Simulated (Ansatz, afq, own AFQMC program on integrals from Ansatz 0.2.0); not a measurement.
Integrals from Ansatz 0.2.0, then the random walk in our own AFQMC program (afq).

```yaml
crystal:
  periodic: [false, false, false]
  atoms:
    - {symbol: Si, position_ang: [0.000000, 0.000000, -3.086951]}
    - {symbol: Al, position_ang: [0.000000, 0.000000, 0.361913]}
    - {symbol: H, position_ang: [0.000000, 0.000000, 2.725037]}
basis:
  gaussian: {orbitals: 6-31G}
magnetization: {spin_polarized: true, initial_magnetization: 2}
correlation: {method: ccsd_t, electrons: outside_noble_gas, hamiltonian_folder: ham}
```

```sh
$ ansatz run in.yaml --threads 1 --pin off --events-out ev --progress --plain --max-ram 24576MiB --backend cuda --devices 0, --max-vram 18GiB
```

afq runs on the folder ham with

```
--method phaseless --trial cisd --walkers 4000 --populations 20 --least-time 60 --time-step 0.005 --steps-per-block 50 --equilibration-blocks 40 --max-blocks 4000 --target-error 0.00034 --factor-cut 1e-05 --start spin_pure --seed 4165 --release-times 0.24,0.51,0.99,1.62,2.4 --release-step 0.03 --release-every 3 --taylor-order 6
```

Times are imaginary, in 1/Eh. The walk had a cap of 122 s. With eight or more populations the least sampling time is a fifth of least-time, and the error comes from their spread.

Output of the walk:

```
orbitals 18  electrons 5 3  factors 96 of 310
reference energy -531.22650883 Eh
CCSD correlation -0.08211091 Eh in 19 cycles, weight of the determinant in the CISD state 0.7929
energy of the start -531.301924 Eh
 block  time / (1/Eh)  mean weight  energy / Eh
     1     0.250  1.0000  -531.302880
     2     0.500  1.0001  -531.303862
     3     0.750  1.0000  -531.304773
     4     1.000  1.0002  -531.305551
     5     1.250  1.0000  -531.306385
    10     2.500  1.0001  -531.308795
    19     4.750  1.0000  -531.310532
    29     7.250  1.0000  -531.310617
    39     9.750  1.0000  -531.309881
    49    12.250  1.0002  -531.310556
    59    14.750  1.0001  -531.311077
    69    17.250  1.0001  -531.310890
    71    17.750  1.0001  -531.311123
    79    19.750  1.0000  -531.310551
    89    22.250  1.0000  -531.310770
error from the spread of 20 populations
released: time / (1/Eh)  energy / Eh  error  mean overlap
  0.24  -531.310835  0.000090  1.0012
  0.51  -531.310820  0.000221  1.0004
  0.99  -531.311155  0.000066  1.0020
  1.62  -531.311345  0.000069  1.0002
  2.40  -531.311543  0.000081  0.9987
energy -531.310723 +/- 0.000099 Eh
(rows thinned)
```

The run passed its tests (sampling time, drift between the halves within three errors, error under three times the target), which doesn't prove that it has relaxed.

Against this walk (error 2.7 meV) on the same determinant: CCSD(T) 10.4 meV higher, CCSDT(Q) 31.4 meV lower, CCSDTQ 33.6 meV lower, full CI 33.9 meV lower. The error is statistical and leaves out the bias of the constraint. The determinant has ⟨S²⟩ = 2.39, so the low cluster orders mix in higher spin, while the walk starts as a pure triplet. The released energies have errors that jump between times, so the bars are unsure (meV from the phaseless value at times in 1/Eh: -3.1 ± 2.4 at 0.24, -3 ± 6 at 0.51, -11.8 ± 1.8 at 0.99, -16.9 ± 1.9 at 1.62, -22.3 ± 2.2 at 2.40), so they give no level; they do show a bias of the constraint, and the last of them that isn't too noisy lies 12 meV above full CI. Full CI is exact here, so the walk's 34 meV above it is the walk's own error: the bias of the constraint with this trial. The determinant is a poor start (see the cautions), so the low cluster orders aren't to be relied on, and full CI is the sure value.

Cautions: constraint bias not in the error; lower spins were not checked; strong correlation (T1 0.070, weight of the determinant 0.79, largest double 0.12); unrestricted determinant spin contaminated (⟨S²⟩ 2.39 against 2.00).

The walk took 27 s on 1 × NVIDIA H100 80GB HBM3 with 2 threads of AMD EPYC 7R13 Processor (Zen 3) (shared host) (the card was shared). The log's last line is the phaseless energy.

CCSDT and higher add their correlation energy to the determinant of the CCSD(T) run, since their own runs factorise the integrals more tightly (a shift of under 2 meV). A walk keeps the symmetry of its determinant, which the program's search chose and which needn't be the lowest solution, so a lower state of the same spin and another symmetry isn't excluded.
